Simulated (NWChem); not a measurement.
# Atomisation of nitrogen trifluoride (F₃N)

```
N
F 1 1.3680
F 1 1.3681 2 102.35
F 1 1.3681 2 102.35 3 105.78
```
Charge 0, spin multiplicity 1.

Program: NWChem. The geometry was optimised at B3LYP/def2-SVP, a minimum by its harmonic frequencies.

Basis set: def2-TZVP. The atomisation energy is electronic alone: no zero-point, thermal, spin-orbit or counterpoise terms. No value is extrapolated to the basis-set limit. Free atoms are single determinants with multiplicities F 2, N 4. Correlated methods freeze the same cores in atoms and molecule, 4 orbitals in all.

Relative cost: rough, from shared machines, SCF included, B3LYP = 1. Costs are the molecule's.

B3LYP has NWChem's definition, with VWN1-RPA local correlation. The stability of the SCF solutions was not checked. Open-shell Hartree-Fock references start from PBE0 orbitals; any time given for them includes that run.

```tsv
method	atomisation energy (kcal/mol)	relative cost
B3LYP	…	1
PBE0	208.9	under 3
LDA (SVWN5)	311.6	under 3
HF	…	under 3
BLYP	227.6	under 3
PBE	244.6	under 3
r2SCAN	213.3	under 3
TPSS	221.3	under 3
MP2	207.7	under 3
```

Q: Fill in the missing entries.

A: 
- B3LYP, atomisation energy (kcal/mol): 207.1
- HF, atomisation energy (kcal/mol): 36.9
